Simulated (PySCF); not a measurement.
Structure problem from calculated spectra and properties.

Elements present: C, F, H and N. Monoisotopic mass: 85.0328 u.

| Quantity | Value |
| --- | --- |
| Couplings | largest of the computed one-bond spin–spin couplings (means over like bonds): 19F–13C -317.9, 13C–1H +165.2, 13C–1H +136.7 (×3), 13C–13C +112.0, 13C–13C +99.3, 13C–13C +48.8, 15N–13C -19.8 Hz [B3LYP/pcJ-1, spin–dipole term left out for some pairs] |
| 1H NMR | chemical shifts (computed TMS as zero) by class: 6.18 (1 H), 1.99 (3 H) ppm [GIAO PBE/pcSseg-2] |
| Triplet | lowest triplet excitation (Tamm–Dancoff): 3.60 eV [TDA B3LYP/def2-SVPD] |
| NMR, other nuclei | isotropic shieldings of nuclei other than C and H, by class: -68 (1 N), 277 (1 F) ppm [GIAO PBE/pcSseg-2] |
| XPS | C1s 291.5, C1s 291.7, C1s 292.7, C1s 294.2, N1s 405.4, F1s 693.7 eV [ΔSCF SCAN, pcX-2 on the ionised atom, pcseg-1 elsewhere, spin-free X2C] |
| UV, first state | lowest singlet excitation: 5.92 eV (209 nm, f = 0.004) [TDDFT B3LYP/def2-SVPD] |
| Polarisability | 55.3 au [B3LYP/def2-SVPD] |
| Valence photoelectron | vertical ionisation energy: 10.16 eV [ΔSCF B3LYP/def2-SVPD] |
| Rotational structure | rotational constants A, B, C: 4.447, 3.383, 1.945 GHz [PBE0-D3(BJ)/def2-SVP] |
| 13C NMR | chemical shifts (computed TMS as zero) by class: 145.1 (1 C), 131.9 (1 C), 118.3 (1 C), 15.3 (1 C) ppm [GIAO PBE/pcSseg-2] |

The electronic properties come from PySCF, for the isolated species, density fitting. Levels stand in brackets. Geometry: PBE0-D3(BJ)/def2-SVP; no solvent, vibrations or thermal averaging. NMR classes are plain means over equivalent atoms (diastereotopic ones count apart unless rotation or inversion swaps them), as if these changed places fast.

Question: Which formula fits the mass and the elements?

Answer: C4H4FN (calculated 85.0328). No other formula that holds each of these elements comes within 0.0003 u with a fitting electron parity and a possible valence count.

Question: Propose a structure and show how it fits.

Answer: Numbering: `[CH3:1]/[CH:2]=[C:3](/[F:4])[C:5]#[N:6]`. Its formula, C4H4FN, gives 3 degrees of unsaturation: 0 rings and 3 π bonds in the structure found. 4 carbons fall into 4 classes; from least to most shielded: vinylic C–F carbon [C3] (145.1 ppm), alkene CH carbon [C2] (131.9 ppm), nitrile carbon [C5] (118.3 ppm), allylic carbon [C1] (15.3 ppm). Hydrogen classes from least to most shielded: 1 H on an alkene CH carbon, C2 (6.18 ppm), 3 H on an allylic carbon, C1 (1.99 ppm). The other shieldings belong to: -68 ppm, nitrile nitrogen [N6]; 277 ppm, vinyl fluorine [F4]. The couplings run between: -317.9 Hz, vinyl fluorine [F4] and vinylic C–F carbon [C3]; +165.2 Hz, alkene CH carbon [C2] and its hydrogen; +136.7 Hz, allylic carbon [C1] and its hydrogen (with 2 like pairs); +112.0 Hz, vinylic C–F carbon [C3] and nitrile carbon [C5]; +99.3 Hz, alkene CH carbon [C2] and vinylic C–F carbon [C3]; +48.8 Hz, allylic carbon [C1] and alkene CH carbon [C2]; -19.8 Hz, nitrile nitrogen [N6] and nitrile carbon [C5]. The core levels belong to: C1s 291.5 eV, alkene CH carbon [C2]; C1s 291.7 eV, allylic carbon [C1]; C1s 292.7 eV, nitrile carbon [C5]; C1s 294.2 eV, vinylic C–F carbon [C3]; N1s 405.4 eV, nitrile nitrogen [N6]; F1s 693.7 eV, vinyl fluorine [F4]. The hole state at 292.7 eV has ⟨S²⟩ = 0.83 against 0.75, so that value is less sure. S1 is mainly HOMO→LUMO+1 (weight 0.96); the largest Löwdin shares of the orbital it empties are 0.28 on the alkene CH carbon, 0.25 on the vinylic C–F carbon, 0.13 on the nitrile nitrogen and 0.12 on the vinyl fluorine, of the orbital it fills 0.34 on the nitrile nitrogen, 0.29 on the nitrile carbon, 0.12 on the vinylic C–F carbon and 0.10 on the vinyl fluorine. By its constants the optimised geometry is an asymmetric top. Structure: `C/C=C(/F)C#N`. Computed isomers that give other values at the same levels: `C/C(F)=C\C#N` (13C chemical shifts (computed TMS as zero) by class: 192.9 (1 C), 121.7 (1 C), 86.0 (1 C), 19.1 (1 C) ppm); `C/C(F)=C/C#N` (13C chemical shifts (computed TMS as zero) by class: 188.5 (1 C), 118.6 (1 C), 84.0 (1 C), 21.0 (1 C) ppm); `Fc1ccc[nH]1` (13C chemical shifts (computed TMS as zero) by class: 156.5 (1 C), 113.7 (1 C), 109.2 (1 C), 90.6 (1 C) ppm). The assignments are read from this structure; whether some other isomer fits the data as well wasn't checked.
